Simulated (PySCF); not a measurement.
isobutene cation (C4H8), SMILES C=C(C)C (connectivity only; charge and spin as stated), charge +1, multiplicity 2. Geometry optimised at PBE-D3(BJ)/def2-SVP. The multiplicity is an assumed one; no other spin state was optimised.

Level of theory: PBE-D3(BJ)/def2-SVP run with PySCF.

Harmonic wavenumbers (cm⁻¹): 81, 163, 224, 401, 404, 433, 727, 837, 847, 930, 949, 990, 998, 1235, 1246, 1261, 1293, 1326, 1360, 1420, 1435, 1491, 2862, 2879, 3018, 3020, 3073, 3098, 3101, 3196. Rotational constants (GHz): 8.998, 8.305, 4.561; symmetry number 2.

Q: Work out the zero-point energy and the ideal-gas rigid-rotor harmonic-oscillator thermochemistry at 298.15 K and 1 atm.

A: ZPE = ½ Σ hcν = ½ × 44296 cm⁻¹ = 63.33 kcal/mol. H − E(el) = 67.77 kcal/mol. Entropy in cal/(mol K): translation 38.00, rotation 22.98, vibration 12.34, spin 1.38, total 74.69. G − E(el) = 45.50 kcal/mol. Cp = 22.75 cal/(mol K). Modes under 150 cm⁻¹ make the vibrational entropy uncertain.
